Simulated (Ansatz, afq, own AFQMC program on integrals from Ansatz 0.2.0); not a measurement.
**AFQMC, coupled cluster and functionals along a coordinate of N2, singlet**

```xyz
2

N     0.0000    0.0000    0.0000
N     0.0000    0.0000    1.0895
```

The N1–N2 distance is changed with both sides rigid. Energies in mEh count from this geometry (1.089 Å) at the same level; the start stands on RHF, each point on the determinant named.

Basis 6-31G. Only valence electrons are correlated. AFQMC by an in-house program on the Cholesky factors that Ansatz 0.2.0 writes for its CCSD(T) run. The CISD trial takes its coefficients from CCSD amplitudes. Released means that phaseless walkers are propagated on without the constraint, phases kept. ± is one standard error of the sampling.

Cautions, each for one point or more: (Q) is large, so the cluster series hasn't closed; CCSDTQ on the RHF determinant differs, by its state or its frozen core; cluster runs in doubt by the program's own checks; higher spins were not checked; restricted determinant unstable towards unrestricted; strong correlation; the next higher spin lies close; unrestricted determinant spin contaminated.

```tsv
r(N1–N2) / Å	det.	T1	weight	⟨S²⟩	CCSD(T)	ph-AFQMC/CISD	released AFQMC	FCI	CCSDT(Q)	r2SCAN	CCSD
0.968	RHF	0.008	0.93	pure	93.8	94.3 ± 0.2	94.4 ± 0.2	94.4	94.4	85.9	91.4
1.185	RHF	0.014	0.89	pure	0.4	0.5 ± 0.3	–	-0.2	-0.3	6.0	2.9
1.468	UHF‡	0.139	0.52	1.64	117.7	110.6 ± 0.4	–	108.3	111.2	137.7§	120.9
1.973	UHF‡¶	0.055	0.81	2.75	246.8	239.3 ± 0.2	–	–	243.6	258.1§	243.2
3.004	UHF	0.006	0.97	3.00	260.8	261.7 ± 0.2	261.9 ± 0.09	262.1	262.3	286.4§	253.8
```

Weight is that of the determinant in the CISD state; at the start T1 is 0.012 and the weight 0.91. ¶ marks points with a poor determinant and no full CI, where no value is sure; they don't count among the departures. A double dagger marks points where the walks on two determinants ended up to 38.6 mEh apart; the lower is shown. Symmetry can't show for every point that it stays on the start's state. A dash marks a missing value, a released energy that hasn't settled or a functional that sits on another state. § marks a functional whose ⟨S²⟩ is too high by over 0.1. Largest departures from full CI where it is shown: CCSD(T) 9.3 mEh at 1.468 (on UHF), ph-AFQMC/CISD 2.2 mEh at 1.468 (on UHF), released AFQMC -0.2 mEh at 3.004 (on UHF) (within the noise), CCSDT(Q) 2.9 mEh at 1.468 (on UHF), r2SCAN -8.4 mEh at 0.968, CCSD 12.6 mEh at 1.468 (on UHF). Functionals count only at points shown to share the start's state and spin. In this small basis the wave-function levels are far from their limit, so their gap to the functionals isn't the functionals' error.

Some points may be missing: those where a free walk finds a much lower state, and past Zn most of those on another determinant than at the start.

CCSDT and higher add their correlation energy to the determinant of the CCSD(T) run, since their own runs factorise the integrals more tightly (a shift of under 2 meV). A walk keeps the symmetry of its determinant, which the program's search chose and which needn't be the lowest solution, so a lower state of the same spin and another symmetry isn't excluded. Released energies are given only where the last usable release times agree within the noise; a slower fall can still hide under it.
